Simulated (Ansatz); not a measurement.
Cost and result for the atomization energy of C$_{2}$H$_{7}$Al (`[CH3][AlH][CH3]`) (10 atoms, 9 bonds).

Cartesian coordinates in Å:
```
C 0.3152 0.9681 1.3951
Al -0.6309 -0.2798 0.2263
C 0.0963 -0.7869 -1.5151
H 1.3425 0.6348 1.5783
H -0.1709 1.1096 2.3630
H 0.3969 1.9518 0.9179
H -2.0312 -0.8964 0.6759
H 1.0814 -0.3590 -1.7162
H 0.1766 -1.8756 -1.6058
H -0.5759 -0.4667 -2.3195
```

Total charge 0; spin multiplicity 1. Geometry: relaxed with PBE0-D4/def2-TZVP. Program: Ansatz. All runs use 2 threads of a server CPU on a shared host. Times are those of one run each, without the atoms' runs, and a repeat can differ threefold. Electronic energies, without spin–orbit coupling; frozen cores. CCSD(T)/CBS adds CCSD(T) − MP2 in def2-TZVPP to the MP2 limit, and its time is that of the two runs behind it. T1 = 0.009. HSE06 is the plane-wave form, built on full-range PBE exchange.

CCSD(T)/CBS is a level of theory with its own doubt, some kJ/mol a heavy atom from the limit and from the frozen cores, so smaller differences don't rank the functionals.

```
                             level  functions  wall time  atomization (kJ/mol)  difference from CCSD(T)/CBS  per bond
            LDA (SPW92)/def2-TZVPP        202      1.3 s                3824.1                        375.0      41.7
                  CCSD(T)/def2-SVP         81      1.7 s                3294.4                       -154.7     -17.2
              revPBE-D4/def2-TZVPP        202      2.1 s                3399.0                        -50.1      -5.6
                PBE0-D4/def2-TZVPP        202      2.5 s                3438.0                        -11.1      -1.2
               HSE06-D4/def2-TZVPP        202        3 s                3439.8                         -9.3      -1.0
               PBE-QIDH/def2-TZVPP        202      4.5 s                3426.1                        -23.0      -2.6
             r2SCANh-D4/def2-TZVPP        202      4.6 s                3444.8                         -4.3      -0.5
r2SCAN-D4/def2-TZVPP (with forces)        202        5 s                3454.7                          5.6       0.6
                ωB97X-V/def2-TZVPP        202      7.5 s                3451.9                          2.8       0.3
                 B97M-V/def2-TZVPP        202      9.5 s                3473.7                         24.6       2.7
                    MP2/def2-QZVPP        394       18 s                3425.2                        -23.9      -2.7
                CCSD(T)/def2-TZVPP        202       42 s                3377.1                        -72.0      -8.0
                 CCSD(T)/CBS(def2)          –       59 s                3449.1                          0.0       0.0
```

In def2-TZVPP, CCSD(T) changes the Hartree–Fock value by +726.4 kJ/mol (the triples alone add +31.1 kJ/mol) and MP2 by +731.9 kJ/mol; breaking electron pairs costs correlation energy, which Hartree–Fock lacks. From BLYP to BHLYP (50 % exact exchange), in def2-TZVPP and without D4, the atomization energy moves by −10.7 kJ/mol: exact exchange takes away binding that semilocal exchange gives to molecules. At CCSD(T), def2-SVP lies −154.7 kJ/mol from the extrapolated value and def2-TZVPP −72.0 kJ/mol: correlation converges slowly with the basis, and small sets miss more of it in the bonded molecule than in its fragments.
